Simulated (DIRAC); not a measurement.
# PBE0/dyall-v3z (DC, uncontracted yes) run of LiCl (SMILES [Li][Cl])

Wanted: a point of an energy scan of LiCl. 

The calculation is run with DIRAC 26.1 (patched).

16 further runs of the same task are left out: 16 set aside as unsound or not needed.

## Step 1: The molecule

LiCl has 2 atoms, charge 0, and is taken as a singlet. SMILES: `[Li][Cl]`.

Bond lengths: Li1–Cl2 2.122 Å.

## Step 2: A point of an energy scan at PBE0/dyall-v3z (DC, uncontracted yes)

mol.mol

```
DIRAC
ClLi
basis from the library
C   2              A
        3.    1
Li        0.00000000      0.00000000      0.00000000
LARGE BASIS dyall.v3z
       17.    1
Cl        0.00000000      0.00000000      2.12184034
LARGE BASIS dyall.v3z
FINISH
```

calc.inp

```
**DIRAC
.TITLE
 ClLi
.WAVE FUNCTION
**HAMILTONIAN
.DFT
PBE0
**INTEGRALS
*READIN
.UNCONTRACT
**GRID
.ULTRAFINE
**WAVE FUNCTION
.SCF
**END OF INPUT
```

On the command line:

```
$ pam --inp=calc.inp --mol=mol.mol --noarch --mw=163 --aw=368
```

The log of the run:

```text
[...]
It.    1    -261.4006742025      0.00D+00  0.00D+00  0.00D+00               0.10372099s   Atom. scrpot
[...]
It.   11    -469.1180875658     -3.69D-12 -2.72D-07  2.88D-08   DIIS   9    2.11600000s   LL SL
[...]
* Convergence after   11 iterations.
[...]
                                   TOTAL ENERGY
                                   ------------
   Charge of molecule : 0
   Electronic energy                        :    -481.83725334410326
   Other contributions to the total energy
   Nuclear repulsion energy                 :      12.71916516477578
   SS Coulombic correction                  :       0.00000061351267
[...]
   Total energy                             :    -469.11808756581479
[...]
  * Closed shell, f = 1.0000
   -101.9924326788  ( 2)        -9.4900946955  ( 2)        -7.1983487372  ( 2)        -7.1356810645  ( 2)        -2.0614699672  ( 2)
     -0.7327139062  ( 2)        -0.2812041254  ( 2)        -0.2579821035  ( 2)
  * Virtual eigenvalues, f = 0.0000
     -0.0519140530  ( 2)         0.0048417868  ( 2)         0.0210765628  ( 2)         0.0393366188  ( 2)         0.0448003400  ( 2)
[...]
  * Closed shell, f = 1.0000
     -7.1350958287  ( 2)        -0.2552911937  ( 2)
  * Virtual eigenvalues, f = 0.0000
      0.0049572058  ( 2)         0.0448473331  ( 2)         0.1463523472  ( 2)         0.2219185729  ( 2)         0.2623008234  ( 2)
      0.3529383915  ( 2)         0.4311076069  ( 2)         0.5602230952  ( 2)         0.6609768097  ( 2)         1.2321614216  ( 2)
[...]
* HOMO - LUMO gap:
    E(LUMO) :    -0.05191405 au (symmetry E1 )
  - E(HOMO) :    -0.25529119 au (symmetry E1 )
  ------------------------------------------
    gap     :     0.20337714 au
[...]
```

It took 24 s on 1 thread of Arm Neoverse V1, shared host; peak memory 0.073 GiB.

## Step 3: What came out

Level: PBE0/dyall-v3z (DC, uncontracted yes).

```
     quantity          value
 total energy  -469.11809 Eh
  HOMO energy       -6.95 eV
  LUMO energy       -1.41 eV
HOMO–LUMO gap        5.53 eV
```
